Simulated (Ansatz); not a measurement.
# CH2O (triplet): from Hartree-Fock to the top rungs, def2-QZVPP

An exercise on one series of results from a longer session: the logs are not shown, and one member is left open.

Program: Ansatz 0.2.0, Gaussian basis. Level of theory: def2-QZVPP, core rule «outside noble gas», up to 2 orbitals frozen. These are calculated values, not measurements.

To be run: UHF; ROHF; CCSD(T) on UHF.

2 further runs of the same task are left out: 2 set aside as unsound or not needed.

## What is computed

The geometry is a PBE0/def2-TZVP stationary point (not a proven minimum) of the parent state, kept for this charge and spin.

4 atoms, charge 0, spin multiplicity 3.

Atoms are counted from 1 here; the program's logs count them from 0.

Bond lengths: O1–C2 1.195 Å, C2–H3 1.109 Å, C2–H4 1.109 Å. Angles: O1–C2–H3 122.0°, O1–C2–H4 122.0°, H3–C2–H4 115.9°.

Set-up of the first run:

Input file in.yaml:

```yaml
crystal:
  periodic: [false, false, false]
  atoms:
    - {symbol: O, position_ang: [0.000000, 0.000000, 0.597913]}
    - {symbol: C, position_ang: [0.000000, 0.000000, -0.597504]}
    - {symbol: H, position_ang: [0.000000, -0.940035, -1.185490]}
    - {symbol: H, position_ang: [0.000000, 0.940035, -1.185490]}
basis:
  gaussian: {orbitals: "def2-QZVPP.json"}
magnetization: {spin_polarized: true, initial_magnetization: 2}
hamiltonian: {xc: hf}
output: {orbitals: {seedname: orbitals}}
```

Run with:

```console
$ ansatz run in.yaml --threads 1 --pin off --events-out ev --progress --plain --max-ram 2393MiB
```

Steps of the session up to this table: UHF; ROHF; CCSD(T) on UHF.

One of the session's tables, all rows but one given; the rest of the session is left out.

| method | from UCCSD(T) (meV) |
| --- | --- |
| ROHF | +11355.5 |
| UHF | +11068.2 |
| UMP2 | ? |
| UCCSD | +397.1 |
| UCCSD(T) | 0 |

Q: Estimate the row for UMP2 from the others.

As computed: from UCCSD(T) (meV): +1054.8. In the column «from UCCSD(T) (meV)» it lies between UCCSD (+397.1) and UHF (+11068.2).
